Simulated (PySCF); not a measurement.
Molfile (atoms numbered from 1):
```
C3H5FS
     RDKit          3D

 10  9  0  0  0  0  0  0  0  0999 V2000
    2.1205   -0.1457   -0.1713 C   0  0  0  0  0  0  0  0  0  0  0  0
    0.8742    0.0090    0.2426 C   0  0  0  0  0  0  0  0  0  0  0  0
    0.6059    0.5205    1.4572 F   0  0  0  0  0  0  0  0  0  0  0  0
   -0.5576   -0.4144   -0.6979 S   0  0  0  0  0  0  0  0  0  0  0  0
   -1.8797    0.0520    0.4608 C   0  0  0  0  0  0  0  0  0  0  0  0
    2.3195   -0.5546   -1.1419 H   0  0  0  0  0  0  0  0  0  0  0  0
    2.9487    0.1331    0.4535 H   0  0  0  0  0  0  0  0  0  0  0  0
   -2.8115   -0.1777   -0.0452 H   0  0  0  0  0  0  0  0  0  0  0  0
   -1.8192    1.1144    0.6763 H   0  0  0  0  0  0  0  0  0  0  0  0
   -1.7919   -0.5319    1.3721 H   0  0  0  0  0  0  0  0  0  0  0  0
  1  2  2  0
  2  3  1  0
  2  4  1  0
  4  5  1  0
  1  6  1  0
  1  7  1  0
  5  8  1  0
  5  9  1  0
  5 10  1  0
M  END
```

Geometry: GFN2-xTB; GIAO absolute shieldings from PySCF 2.14, gas phase, non-relativistic, averaged over equivalent atoms.

At wB97X/pcSseg-1 (117 basis functions, 7.9 s wall time on 1 thread of an Arm Neoverse V1, shared host):
```tsv
atoms	σ (ppm)
C2	16.0
C1	96.5
C5	173.7
F3	279.9
S4	504.7
H7	26.74
H6	27.31
H8/H9/H10	29.61
```

Predict the values at PW91/def2-SVPD on the same geometry.

Answers


```json
{"atoms": "C2", "σ at PW91/def2-SVPD": "26.1", "change": "+10.1"}
{"atoms": "C1", "σ at PW91/def2-SVPD": "113.2", "change": "+16.7"}
{"atoms": "C5", "σ at PW91/def2-SVPD": "172.0", "change": "-1.7"}
{"atoms": "F3", "σ at PW91/def2-SVPD": "267.4", "change": "-12.5"}
{"atoms": "S4", "σ at PW91/def2-SVPD": "523.0", "change": "+18.3"}
{"atoms": "H7", "σ at PW91/def2-SVPD": "27.17", "change": "+0.43"}
{"atoms": "H6", "σ at PW91/def2-SVPD": "27.45", "change": "+0.14"}
{"atoms": "H8/H9/H10", "σ at PW91/def2-SVPD": "29.30", "change": "-0.31"}
```

The largest change is at S4 (sulfide sulfur). Cost: 150 basis functions, 17 s wall time on 1 thread of an Arm Neoverse V1, shared host. The order of the carbon signals is the same at both levels.
